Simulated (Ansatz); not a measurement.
A calculation on hcp Sc returned lattice constant a 3.488 Å, lattice parameter c 5.534 Å.

For reference: lattice constant a 3.309 Å (measured, 293 K, not corrected to a static lattice; as tabulated in Wikipedia's data pages); lattice parameter c 5.268 Å (measured, 293 K, not corrected to a static lattice; as tabulated in Wikipedia's data pages).

Q: Which level of theory produced these numbers?
A) Hartree–Fock (Ansatz (a quantum-chemistry and plane-wave program))
B) B3LYP (VWN-RPA form) (Ansatz)
C) PBE0 (Ansatz)
D) r²SCAN0 (Ansatz)

A: A, Hartree–Fock (Ansatz)

The others give: r²SCAN0 3.356 Å, 5.212 Å; PBE0 3.346 Å, 5.195 Å; B3LYP (VWN-RPA form) 3.347 Å, 5.158 Å.

Unless a cell is named, each level is at its own relaxed cell (B3LYP (VWN-RPA form) 25.02, Hartree–Fock 29.16, PBE0 25.19, r²SCAN0 25.42 Å³/atom).

The crystal itself was run without spin with r²SCAN0, PBE0, B3LYP (VWN-RPA form), Hartree–Fock; a magnetic state was not tried in these runs.

Ansatz's density-functional and Hartree–Fock values are scalar-relativistic unless marked +SOC, with PAW data made under PBE.
